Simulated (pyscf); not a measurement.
A first-order saddle from PySCF, ωB97X-D3(BJ)/def2-SVP:

```xyz
8

O      1.0892    -0.3958    -1.1737
Si    -0.0161    -0.0082    -0.2002
O     -0.0378    -0.8449     1.3965
O     -0.6278     1.4735     0.1137
H      0.6843    -1.4882     1.4893
H     -1.1324     1.6146     0.9211
H     -1.4074    -0.9647    -0.2688
H     -0.9788    -1.2258     0.6505
```
Charge 0, spin multiplicity 1.

Surface: singlet, charge 0. Lowest wavenumbers (cm⁻¹): 1438i, 168, 258, 311, 406.

Task: Name the species on either side of this saddle.

Result: `[O]=[Si]([OH])[OH]` + `[H][H]` ⇌ `[O]=[SiH][OH]` + `[OH2]`, a four-centre exchange read from left to right: O–Si, H–H broken and H–Si, H–O formed. At ωB97M-D3(BJ)/def2-TZVP it lies +34.1 kcal/mol from the left side and +11.3 kcal/mol from the right (each side as separated species at their lowest minima found). On the product side the descent ends in an adduct with a O–Si contact, 17.0 kcal/mol under the separated species and 28.1 kcal/mol under the saddle at ωB97X-D3(BJ)/def2-TZVP. What is counted as broken (O–Si) persists as a longer contact in the product adduct; parting that adduct is a step of its own. At the saddle there is also a short H–Si contact that neither side keeps. The same reactants have a lower exit, to HO–SiH(OH)–OH (barrier +15.0 kcal/mol at ωB97M-D3(BJ)/def2-TZVP, against +34.1 kcal/mol here). O=SiH–OH lies 9.8 kcal/mol over its isomer HO–Si:–OH [singlet] (electronic energy, ωB97M-D3(BJ)/def2-TZVP). One saddle was located; it need not be the lowest between these sides.
